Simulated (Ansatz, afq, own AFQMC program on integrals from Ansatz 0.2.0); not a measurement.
# Where AFQMC and coupled cluster stand for Si₂H₅, doublet

```yaml
atoms:
  - { symbol: Si, position_ang: [-1.5707, 0.0244, 0.0000] }
  - { symbol: H, position_ang: [-2.0655, 1.4241, 0.0000] }
  - { symbol: H, position_ang: [-2.0655, -0.6755, 1.2122] }
  - { symbol: H, position_ang: [-2.0655, -0.6755, -1.2122] }
  - { symbol: H, position_ang: [0.1693, 0.0244, 0.0000] }
  - { symbol: Si, position_ang: [1.7113, 0.0244, 0.0000] }
  - { symbol: H, position_ang: [2.1078, -1.4552, 0.0000] }
```

Basis cc-pVDZ. Only valence electrons are correlated. Ansatz 0.2.0 and our own AFQMC program on the same integrals; the CISD trial comes from CCSD amplitudes, and released means the phaseless constraint is let go. Error bars are statistical, one sigma.

Determinant: UHF, the one that the program's search chose, which needn't be the lowest solution. The geometry is a point of a scan.

No full CI on the walks' own integrals is used here; CCSDT(Q) serves as the reference and is uncertain by about the last step of the cluster series.

- T1 diagnostic: 0.0212
- weight of the determinant in the CISD state: 0.845
- ⟨S²⟩ of the determinant: 0.770
- size of the correlated space: 13 electrons in 51 orbitals

```json
{"level": "MP2", "correlation energy (eV)": "-5.3375"}
{"level": "CCSD", "correlation energy (eV)": "-6.7614"}
{"level": "CCSD(T)", "correlation energy (eV)": "-6.9417"}
```

(1) Estimate where phaseless AFQMC with a CISD trial lies against CCSD(T) on the same integrals.

(1) 3.7 ± 0.3 kJ/mol below CCSD(T).

Reference: CCSDT(Q), correlation energy -6.993 eV. The released energy is read at 2.40 1/Eh (meV from the phaseless value at times in 1/Eh: -3 ± 3 at 0.24, -4 ± 3 at 0.51, -7 ± 3 at 0.99, -7.5 ± 2.4 at 1.62, -9 ± 5 at 2.40).

| level | E − E(reference) (kJ/mol) | share of correlation (%) |
| --- | --- | --- |
| CCSD(T) | 4.9 | 99.27 |
| CCSDT | 0.8 | 99.88 |
| ph-AFQMC/CISD | 1.2 ± 0.3 | 99.82 |
| released AFQMC | 0.3 ± 0.5 | 99.96 |

A walk keeps the symmetry of its determinant, which the program's search chose and which needn't be the lowest solution, so a lower state of the same spin and another symmetry isn't excluded. Released energies are given only where the last usable release times agree within the noise; a slower fall can still hide under it.
